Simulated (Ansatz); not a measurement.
Consider the formal hydrolysis of a C–C bond: `CC[C@@H](C)[C@H](C)CC` + H₂O → `CCC(C)O` + `CCCC`.

Program: Ansatz. Geometries: PBE0-D4/def2-TZVP. ΔE: electronic, gas phase. CCSD(T)/CBS is the MP2 limit (def2-TZVPP, def2-QZVPP) plus CCSD(T) − MP2 in def2-TZVPP, frozen cores. This one scheme is used for every species. DFT in def2-TZVPP. HSE06 is defined as in plane-wave codes. Each species was taken in one conformer, which may not be the lowest.

CCSD(T)/CBS gives +34.8 kJ/mol.

Task: Another level gave +26.9 kJ/mol. Which?
A. BHLYP/def2-TZVPP
B. CCSD/def2-TZVPP
C. r2SCANh-D4/def2-TZVPP
D. HSE06/def2-TZVPP

Result: B. CCSD/def2-TZVPP 26.9, BHLYP 2.0, r2SCANh-D4 20.8, HSE06 11.2 kJ/mol.

Largest T1 diagnostic among the species: 0.009.

From BLYP to BHLYP (50 % exact exchange), in def2-TZVPP and without D4, ΔE moves by +11.0 kJ/mol. At CCSD(T), def2-SVP lies −14.8 kJ/mol from the extrapolated value and def2-TZVPP −2.9 kJ/mol. In def2-TZVPP, CCSD(T) changes the Hartree–Fock value by +41.0 kJ/mol (the triples alone add +4.9 kJ/mol) and MP2 by +50.9 kJ/mol.
